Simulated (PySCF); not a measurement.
## CHF + H₂O → H₂CO + HF

Level: PBE0 in the def2-TZVP basis family, all electrons, no relativity, computed in PySCF with density fitting; open shells unrestricted.

| species | state and structure | E (Eh) | ZPE (kJ/mol) | H(298 K) − H(0) (kJ/mol) | S° (J/(mol K)) |
| --- | --- | --- | --- | --- | --- |
| CHF | singlet, Cs, C–F 1.301 Å, C–H 1.126 Å; F–C–H 102.3° | -138.31794 | 32.7 | 10.0 | 223.1 |
| H₂O | singlet, C2v, O–H 0.960 Å (×2); H–O–H 105.1° | -76.37736 | 56.5 | 9.9 | 188.7 |
| H₂CO | singlet, C2v, C–H 1.109 Å (×2), C–O 1.195 Å; H–C–H 116.0°, H–C–O 122.0° (×2) | -114.41871 | 70.1 | 10.0 | 218.5 |
| HF | singlet, C∞v, H–F 0.920 Å | -100.39188 | 24.9 | 8.7 | 173.6 |

What is the electronic reaction energy?

At PBE0/def2-TZVP, ΔE = -302.7 kJ/mol from the differences of the total energies times 2625.5, downhill. Hydrolysis steps of this kind drive oxide growth by atomic layer deposition.

Add zero-point, thermal and entropy terms for 298.15 K and 1 bar.

ΔZPE = 5.8 and Δ[H(298) − H(0)] = -1.2 kJ/mol give ΔH° = -298.1 kJ/mol. ΔS° = -19.7 J/(mol K), so ΔG° = -298.1 − 298.15 × (-0.0197) = -292 kJ/mol.

Only the bonding shown was studied: isomers, or loss of a ligand pair, can lie lower.
